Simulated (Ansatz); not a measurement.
# (H2B-mu-PH2)2 (B₂P₂H₈): the relaxed shape and its frontier levels

What does (H2B-mu-PH2)2 (B₂P₂H₈) look like as a singlet, and where do its frontier electrons sit?

Computed with Ansatz 0.2.0, Gaussian basis. Level: RKS PBE0-D4/def2-TZVP.

The runs, in order: relaxation at PBE-D4/def2-SVP; a search for the lowest solution at PBE0-D4/def2-SVP; a single point at PBE0-D4/def2-TZVP.

## (1) The system as given

12 atoms, charge 0, spin multiplicity 1.

Atoms are counted from 1 here; the program's logs count them from 0.

Bond lengths: B1–H2 1.185 Å, B1–H3 1.185 Å, B1–P4 1.961 Å, B1–P8 1.961 Å, P4–B5 1.961 Å, P4–H9 1.388 Å, P4–H10 1.388 Å, B5–H6 1.185 Å, B5–H7 1.185 Å, B5–P8 1.961 Å, P8–H11 1.388 Å, P8–H12 1.388 Å. Angles: H2–B1–H3 115.3°, H2–B1–P4 112.6°, H2–B1–P8 112.5°, H3–B1–P4 112.6°, H3–B1–P8 112.6°, P4–B1–P8 88.2°, B1–P4–B5 91.8°, B1–P4–H9 117.6°, B1–P4–H10 118.0°, B5–P4–H9 117.6°, B5–P4–H10 118.0°, H9–P4–H10 96.0°, P4–B5–H6 112.6°, P4–B5–H7 112.6°, P4–B5–P8 88.2°, H6–B5–H7 115.3°, H6–B5–P8 112.7°, H7–B5–P8 112.5° and more.

As a file:

```xyz
12
B2H8P2
B    -1.39629    0.08136   -0.16146
H    -1.89767    0.75914   -0.99398
H    -2.15184   -0.52135    0.52380
P    -0.04067    1.04457    0.87813
B     1.39712   -0.07658    0.15614
H     1.90913   -0.75067    0.98513
H     2.14365    0.53059   -0.53524
P     0.04032   -1.04695   -0.87563
H    -0.19568    1.08173    2.25725
H     0.05663    2.41885    0.70678
H    -0.05904   -2.41861   -0.68653
H     0.19435   -1.10209   -2.25438
```

The start is a GFN2-xTB geometry.

## (2) Optimising with PBE-D4/def2-SVP

in.yaml reads:

```yaml
crystal:
  periodic: [false, false, false]
  atoms:
    - {symbol: B, position_ang: [-1.396290, 0.081360, -0.161460]}
    - {symbol: H, position_ang: [-1.897670, 0.759140, -0.993980]}
    - {symbol: H, position_ang: [-2.151840, -0.521350, 0.523800]}
    - {symbol: P, position_ang: [-0.040670, 1.044570, 0.878130]}
    - {symbol: B, position_ang: [1.397120, -0.076580, 0.156140]}
    - {symbol: H, position_ang: [1.909130, -0.750670, 0.985130]}
    - {symbol: H, position_ang: [2.143650, 0.530590, -0.535240]}
    - {symbol: P, position_ang: [0.040320, -1.046950, -0.875630]}
    - {symbol: H, position_ang: [-0.195680, 1.081730, 2.257250]}
    - {symbol: H, position_ang: [0.056630, 2.418850, 0.706780]}
    - {symbol: H, position_ang: [-0.059040, -2.418610, -0.686530]}
    - {symbol: H, position_ang: [0.194350, -1.102090, -2.254380]}
basis:
  gaussian: {orbitals: def2-SVP}
hamiltonian: {xc: pbe, dispersion: d4}
scf: {omitted_lower_state_checks: [starts]}
output: {orbitals: {seedname: orbitals}}
relax: {f_tol: 0.02, max_steps: 100}
```

On the command line:

```sh
$ ansatz run in.yaml --threads 4 --pin off --events-out ev --progress --plain --max-ram 3916MiB
```

The runs that follow: Searching for the lowest solution, PBE0-D4/def2-SVP; Single point, PBE0-D4/def2-TZVP.

Before running them: what should the planned runs give, taken together? Wanted: point group; commonest bond, hydrogen aside; HOMO, LUMO at PBE0-D4/def2-TZVP; dipole at PBE-D4/def2-SVP.

The runs gave:

| quantity | value |
| --- | --- |
| point group | D2h |
| commonest bond, hydrogen aside | B–P, 4 of mean length 1.987 Å |
| HOMO, LUMO at PBE0-D4/def2-TZVP | -7.68, -0.56 eV |
| dipole at PBE-D4/def2-SVP | 0.02 D |

**Reading.** The molecule keeps its bonding pattern by the stored test; the atoms moved 0.05 Å (rms). No usable vibrations, so a minimum isn't proven. The HOMO lies nearest to P4, P8 about 15 % each; B1, B5 about 15 % each and the LUMO to P4, P8 about 17 % each; 8 H atoms about 7 % each.
